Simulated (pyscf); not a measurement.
Single points on ωB97X-D3(BJ)/def2-SVP structures (PySCF, gas phase).

**Question.** H₃C–SiH₂–SiH₂• (SMILES C[SiH2][SiH2]) + H₂ (SMILES [H][H]) → H₃C–SiH₂–SiH₃ (SMILES C[SiH2][SiH3]) + H• (SMILES [H])
Surface: doublet. Broken: H–H. Formed: H–Si. Give ΔE‡ and ΔE from ωB97M-D3(BJ)/def2-TZVP, relative to the separated reactants.

**Answer.** ΔE‡ = 18.7 kcal/mol, ΔE = +14.8 kcal/mol. Zero-point energy shifts the barrier by -1.0 kcal/mol. It is a hydrogen abstraction, with an imaginary mode of 857i cm⁻¹. One saddle was located; it need not be the lowest between these sides. The angle at the transferred H is 178°.
